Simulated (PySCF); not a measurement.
Compound: sodium amide, H2NNa.
SMILES: `[NH2][Na]`

The closed-shell ground state was solved at several levels (PySCF, density fitting, gas phase, non-relativistic). Isolated species at its PBE0-D3(BJ)/def2-TZVP geometry, gas phase.

| level | basis functions | total energy (Eh) | HOMO (eV) | LUMO (eV) | gap (eV) | dipole (D) |
| --- | --- | --- | --- | --- | --- | --- |
| wB97X-D/pcSseg-2 | 92 | -218.2344 | -5.79 | -0.01 | 5.78 | 6.62 |
| B97-2/pcSseg-2 | 92 | -218.2328 | -3.68 | -1.28 | 2.40 | 6.41 |
| PBE0/pcSseg-2 | 92 | -218.0909 | -3.97 | -1.30 | 2.67 | 6.37 |

Problem. What might KT3/pcSseg-2 (92 basis functions) give for the same quantities?

Solution. Total energy -220.6525 Eh, HOMO -2.86 eV, LUMO -2.12 eV, gap 0.74 eV, dipole 5.93 D.

Problem. Over all these levels, which gives the widest orbital gap and which the narrowest?

Solution. wB97X-D/pcSseg-2 (range-separated hybrid) has the widest, 5.78 eV, and KT3/pcSseg-2 (GGA) the narrowest, 0.74 eV. From the narrowest to the widest the HOMO moves by -2.93 eV and the LUMO by +2.11 eV.

Problem. In the pcSseg-2 basis, how does the gap go with the fixed share of exact exchange?

Solution. KT3 (0 %) 0.74 eV; B97-2 (21 %) 2.40 eV; PBE0 (25 %) 2.67 eV. Each rise in the share widens the gap here.

Problem. How far do the dipole and the HOMO energy spread over the levels?

Solution. The dipole runs from 5.93 to 6.62 D (mean 6.33 D) and the HOMO from -5.79 to -2.86 eV.

The pairwise dispersion term of wB97X-D wasn't added to the energies; at a given geometry it leaves orbitals and properties as they are.
